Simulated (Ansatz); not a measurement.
Ideal-gas functions of `N=C(N)Cl` at 800 K and 1 bar, from an Ansatz frequency run at PBE0-D4/def2-TZVP.

Molar mass 78.5 g/mol, point group C1 (symmetry number 1), electronic degeneracy 1, moments of inertia 46.65, 98.73, 145.18 u Å². Harmonic wavenumbers (cm⁻¹, unscaled): 338, 401, 445, 455, 646, 650, 779, 1091, 1137, 1312, 1615, 1788, 3603, 3618, 3750.

Use S(trans) = R[1.5 ln M + 2.5 ln T − 1.1517]; rotational temperatures θ = 24.2544 K / I; S(rot) = R[ln(√π/σ · √(T³/θAθBθC)) + 1.5]; for each mode x = 1.438777 ν̃/T, S = R[x/(eˣ − 1) − ln(1 − e⁻ˣ)] and H = RT x/(eˣ − 1); 1 cm⁻¹ = 0.0119627 kJ/mol; R = 8.31446 J/(mol·K).

Task: By hand: the entropy, in J/(mol·K).

Result: Translation 183.8. Rotation: θ = 0.5199, 0.2457, 0.1671 K, giving 116.6. Vibration, mode by mode: 12.58, 11.21, 10.38, 10.21, 7.52, 7.47, 6.16, 3.93, 3.68, 2.87, 1.87, 1.46, 0.10, 0.09, 0.08, in all 79.6. Electronic 0.0. Sum 380.0 J/(mol·K).

Task: By hand: H − E and G − E in kJ/mol, counted from the electronic energy.

Result: Zero-point energy ½ × 21628 × 0.0119627 = 129.4; thermal vibration 36.1; translation, rotation and pV give 4 RT = 26.6. H − E = 192.1 kJ/mol, and G − E = 192.1 − 800 × 380.0/1000 = -111.9 kJ/mol.

Vibration gives 21 % of the entropy. The sum counts one conformer and one mirror image; others add a mixing term.
